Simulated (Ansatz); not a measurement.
## hcp Tl

These are PBEsol in Ansatz (plane waves, PAW) values and carry that method's errors.

Numerical settings: plane-wave cutoff 500 eV, 5×5×5 k mesh, Fermi–Dirac smearing 0.1 eV, cell of 36 sites, scalar-relativistic PAW data made under PBE.

Cell: relaxed at this level.

```json
{
 "vacancy_formation_energy": "0.57 eV",
 "vacancy_formation_energy_before_relaxation": "0.60 eV"
}
```

Note: energies are extrapolated to zero smearing, and mesh and cell size move such values by some hundredths of an eV or more.

Spin–orbit coupling is not included; it can shift volumes and moduli of such heavy elements.

Ansatz is a program for electronic structure.
